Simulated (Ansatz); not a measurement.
The first iterations of a band of ClH4NSi (7 atoms, charge 0, multiplicity 1).

Computed with Ansatz, RKS PBE0-D4/cc-pVDZ.

- movable images: 5
- climbing image: yes
- spring: 5.0 eV/Å²
- optimiser: quadratic models (default)
- start path: through a guess of the saddle point
- force threshold: 0.03 eV/Å
- iteration limit: 60
- end points: relaxed

Image 0:

```xyz
7
Properties=species:S:1:pos:R:3
Si 0.237 -0.004 0.349
H -0.145 0.314 1.754
N 1.956 -0.177 0.279
H 2.357 -0.462 -0.611
H 2.514 0.579 0.670
Cl -0.550 1.554 -0.827
H -0.383 -1.257 -0.166
```

Image 6:

```xyz
7
Properties=species:S:1:pos:R:3
Si -0.462 -0.438 0.195
H 1.558 0.519 1.569
N 1.502 0.026 0.676
H 2.104 -0.799 0.739
H 1.884 0.650 -0.039
Cl -0.701 1.600 -0.571
H 0.101 -1.011 -1.122
```

| iteration | highest image above the first end (eV) | largest band force component (eV/Å) |
| --- | --- | --- |
| 1 | 4.054 | 6.449 |
| 2 | 3.045 | 2.339 |
| 3 | 2.848 | 1.152 |
| 4 | 2.938 | 0.803 |
| 5 | 2.913 | 1.335 |

Does the band converge within its limit, and where does its top end?

The forces met the threshold. It ended after 16 iterations with the highest image 2.917 eV above the first end. Neighbouring images differ by up to 1.7 eV, so the band resolves the path poorly. A vibrational analysis at the climbing image gives one clearly imaginary mode, 1507i cm⁻¹: a first-order saddle point. The orbitals stay closed-shell, which can raise the energy where a bond breaks towards radicals; this wasn't checked here.

Run time: 3.4 min on 1 thread of Arm Neoverse V1 (shared host), peak memory 0.14 GiB.
